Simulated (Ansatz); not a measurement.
# CH₃NSi: functionals against CCSD(T) at one geometry

The task here is to estimate one member of a computed series from the others.

Computed with Ansatz 0.2.0, Gaussian basis. Level: single points in def2-TZVPP.

Cores are frozen in the correlated methods.

## The system as given

6 atoms, charge 0, spin multiplicity 1.

Atoms are counted from 1 here; the program's logs count them from 0.

Bond lengths: N1–C2 1.260 Å, N1–H4 1.056 Å, C2–Si3 1.751 Å, Si3–H5 1.438 Å, Si3–H6 1.530 Å. Angles: C2–N1–H4 121.9°, N1–C2–Si3 147.2°, C2–Si3–H5 113.4°, C2–Si3–H6 119.1°, H5–Si3–H6 115.2°.

As a file:

```mol
CH3NSi
  3D, bonds by distance, orders not assigned

  6  5  0  0  0  0  0  0  0  0999 V2000
    1.2291    0.8801   -0.9496 N   0  0
    0.2313    0.4360   -0.3205 C   0  0
   -0.4517   -0.8720    0.6223 Si  0  0
    1.2052    1.8115   -1.4465 H   0  0
   -1.5002   -1.5818   -0.0598 H   0  0
   -0.6695   -0.6722    2.1235 H   0  0
  1  2  8  0
  1  4  8  0
  2  3  8  0
  3  5  8  0
  3  6  8  0
M  END
```

The first run:

Input file run/in.yaml:

```yaml
crystal:
  periodic: [false, false, false]
  atoms:
    - {symbol: N, position_ang: [1.229051, 0.880062, -0.949639]}
    - {symbol: C, position_ang: [0.231272, 0.436035, -0.320513]}
    - {symbol: Si, position_ang: [-0.451676, -0.871953, 0.622251]}
    - {symbol: H, position_ang: [1.205219, 1.811479, -1.446483]}
    - {symbol: H, position_ang: [-1.500238, -1.581805, -0.059777]}
    - {symbol: H, position_ang: [-0.669466, -0.672238, 2.123549]}
basis:
  gaussian: {orbitals: def2-TZVPP}
hamiltonian: {xc: pbe, dispersion: d4}
output: {forces: true}
```

The run is started by

```sh
ansatz run in.yaml --threads 2 --pin off --events-out ev --progress --plain --max-ram 3481MiB
```

Steps of the session up to this table: PBE-D4/def2-TZVPP; r2SCAN-D4/def2-TZVPP; PBE0-D4/def2-TZVPP; wB97M-V/def2-TZVPP; CCSD(T)/def2-TZVPP.

One of the session's tables, all rows but one given; the rest of the session is left out.

| method | RMS force component (eV/Å) | angle to CCSD(T) forces (°) | dipole (D) |
| --- | --- | --- | --- |
| PBE-D4 | 0.904 | 14.8 | 0.99 |
| r2SCAN-D4 | 1.056 | 16.4 | 1.02 |
| PBE0-D4 | 1.141 | 19.1 | 0.95 |
| wB97M-V | ? | ? | ? |
| CCSD(T) | 0.866 | reference | 0.98 |

**Question.** Estimate the row for wB97M-V.

The run gave: RMS force component (eV/Å): 1.112; angle to CCSD(T) forces (°): 18.0; dipole (D): 0.88. In the column «RMS force component (eV/Å)» it lies between r2SCAN-D4 (1.056) and PBE0-D4 (1.141).
